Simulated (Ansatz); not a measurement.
## How far each method lies from UCCSDT(Q) for [CH3···H···N], quartet

Geometry: a point of a hydrogen-transfer path between rigid fragments, not a stationary point.

```yaml
atoms:
  - { symbol: C, position_ang: [-1.1299, 0.0000, 0.0000] }
  - { symbol: H, position_ang: [-1.4931, 1.0273, 0.0000] }
  - { symbol: H, position_ang: [-1.4931, -0.5137, 0.8897] }
  - { symbol: H, position_ang: [-1.4931, -0.5137, -0.8897] }
  - { symbol: H, position_ang: [0.0011, 0.0000, 0.0000] }
  - { symbol: N, position_ang: [1.2911, 0.0000, 0.0000] }
```

Basis cc-pVDZ; Ansatz 0.2.0. Only valence electrons are correlated (noble-gas cores frozen), which leaves 13 electrons in 46 orbitals. R marks a restricted (for open shells ROHF) determinant, U an unrestricted one. Active spaces: pair = (5e, 5o) about the gap.

Full CI isn't at hand for all of this; UCCSDT(Q) serves as the reference, and is uncertain by about the last step of the cluster series. The frozen core follows each run's orbitals, which can shift R against U totals by a few meV.

For open shells CISD is restricted-active-space CI with the open shells as a complete middle space.

```
UHF ⟨S²⟩                          : 3.768
T1 diagnostic (RCCSD)             : 0.0197
largest doubles amplitude (RCCSD) : 0.045
T1 diagnostic (UCCSD)             : 0.0102
```

| level | E − E(UCCSDT(Q)) (kJ/mol) | share of correlation (%) | wall time |
| --- | --- | --- | --- |
| RHF | 787.1 | 0.00 | – |
| UHF | 767.4 | 2.50 | – |
| RMP2 | 122.2 | 84.47 | – |
| UMP2 | 121.0 | 84.63 | – |
| CISD | 73.1 | 90.72 | 15 s |
| RCCSD | 18.3 | 97.67 | – |
| UCCSD | 17.9 | 97.72 | – |
| RCCSD(T) | 2.7 | 99.66 | 1.1 s |
| UCCSD(T) | 2.6 | 99.67 | 1.1 s |
| BCCD(T) | 2.8 | 99.65 | 1.5 s |
| RCCSDT | 0.9 | 99.88 | – |
| UCCSDT | 0.7 | 99.91 | – |
| RCCSDT(Q) | 0.2 | 99.98 | 56 s |
| CASSCF (pair space) | 737.3 | 6.32 | – |
| NEVPT2 (pair space) | 122.5 | 84.44 | 0.73 s |

The correlation energy at UCCSDT(Q), counted from RHF, is -8.157 eV. That run took 46 s on 1 thread of Arm Neoverse V2, shared host.

Times hold each run's SCF and search for its determinant on a shared host, so for small cases they say little of a method's own cost; they ran on 1 thread of Arm Neoverse V2.
